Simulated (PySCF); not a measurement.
# NaMg⁺: input and log

State: ¹Σ⁺ (singlet), closed shell.

An equivalent input (the run itself took its basis sets from the Basis Set Exchange, started from a PBE0 density and held the occupation σ 7α 7β, πx 2α 2β, πy 2α 2β):

```python
from pyscf import gto, dft
mol = gto.M(atom='Na 0 0 0; Mg 0 0 3.214', basis={'Na': 'aug-cc-pVDZ', 'Mg': 'aug-cc-pVDZ'},
            charge=1, spin=0, verbose=4, symmetry='C2v')
mf = dft.UKS(mol, xc='M06L')
mf.grids.atom_grid = (80, 434)
mf.grids.prune = dft.gen_grid.treutler_prune
mf.irrep_nelec = {'A1': (7, 7), 'B1': (2, 2), 'B2': (2, 2)}
mf.conv_tol = 1e-9
mf.max_cycle = 60
mf.diis_space = 10
mf.kernel()
```

The log (some set-up lines and the per-cycle HOMO/LUMO lines removed):

```
******** <class 'pyscf.dft.uks_symm.SymAdaptedUKS'> ********
method = SymAdaptedUKS
damping factor = 0
level_shift factor = 0
DIIS = <class 'pyscf.scf.diis.CDIIS'>
diis_start_cycle = 1
diis_space = 10
diis_damp = 0
SCF conv_tol = 1e-09
SCF conv_tol_grad = None
SCF max_cycles = 60
number electrons alpha = 11  beta = 11
Set gradient conv threshold to 3.16228e-05
init E= -362.157648393029
cycle= 1 E= -362.159843514286  delta_E= -0.0022  |g|= 0.0136  |ddm|= 0.658
cycle= 2 E= -362.159875478199  delta_E= -3.2e-05  |g|= 0.0109  |ddm|= 0.29
cycle= 3 E= -362.160199645677  delta_E= -0.000324  |g|= 0.00194  |ddm|= 0.124
cycle= 4 E= -362.16020759359  delta_E= -7.95e-06  |g|= 0.000273  |ddm|= 0.0202
cycle= 5 E= -362.160207711949  delta_E= -1.18e-07  |g|= 4.13e-05  |ddm|= 0.00889
cycle= 6 E= -362.1602077162  delta_E= -4.25e-09  |g|= 5.98e-06  |ddm|= 0.00105
cycle= 7 E= -362.160207716345  delta_E= -1.45e-10  |g|= 3.3e-06  |ddm|= 0.000384
Extra cycle  E= -362.16020771639  delta_E= -4.48e-11  |g|= 2.32e-06  |ddm|= 0.000227
converged SCF energy = -362.16020771639  <S^2> = 3.5527137e-15  2S+1 = 1
```

Repeating this along the bond gives Re = 3.425 Å and ωe = 113 cm⁻¹.

A point of this curve took 0.49 CPU seconds beside 0.15 for the integrals, on AMD EPYC 7R13 (shared host).

Closed-shell solutions of metal pairs were not tested for spin polarisation, which can lower them a little.
